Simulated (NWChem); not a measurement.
System: CHO cation

```xyz
3

C      0.0000     0.0000    -0.5149
O      0.0000     0.0000     0.5895
H      0.0000     0.0000    -1.6262
```
Atoms are numbered in this order, from 1.

Results from NWChem. All runs use the structure optimised with PBE0/def2-SVP.

For level B3LYP/STO-3G:

```yaml
orbital gap (eV): 12.96
```

Q: Estimate the same quantities for level B3LYP/pcseg-2.

A: 
- orbital gap (eV): 12.07
